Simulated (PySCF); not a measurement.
This PySCF input (PBE/def2-QZVP) gives -77.25741 Eh with 174 basis functions.

```python
import numpy as np, basis_set_exchange as bse
from pyscf import gto, scf, dft, df

basis = {'C': gto.basis.parse(bse.get_basis('def2-QZVP', elements=['C'], fmt='nwchem')), 'H': gto.basis.parse(bse.get_basis('def2-QZVP', elements=['H'], fmt='nwchem'))}
mol = gto.M(
    atom='''
    C    -0.00000000   -0.00000000   -0.59839493
    C     0.00000000    0.00000000    0.59839493
    H     0.00000000    0.00000000    1.66106699
    H    -0.00000000   -0.00000000   -1.66106699
    ''',
    basis=basis,
    charge=0,
    verbose=4,
    max_memory=2160,
)
mf = dft.RKS(mol, xc='pbe')
mf.grids.level = 3
mf = mf.density_fit(auxbasis=df.autoaux(mol))
mf.conv_tol = 1e-9
mf.max_cycle = 100
print('smallest overlap eigenvalue', np.linalg.eigvalsh(mol.intor('int1e_ovlp'))[0])
mf.kernel()
dip = mf.dip_moment()
```

Change:
```diff
- basis = {'C': gto.basis.parse(bse.get_basis('def2-QZVP', elements=['C'], fmt='nwchem')), 'H': gto.basis.parse(bse.get_basis('def2-QZVP', elements=['H'], fmt='nwchem'))}
+ basis = {'C': gto.basis.parse(bse.get_basis('aug-cc-pVTZ', elements=['C'], fmt='nwchem')), 'H': gto.basis.parse(bse.get_basis('aug-cc-pVTZ', elements=['H'], fmt='nwchem'))}
```

What does the run give now?

-77.25099 Eh (PBE/aug-cc-pVTZ, 138 functions), a change of +6.42 mEh.
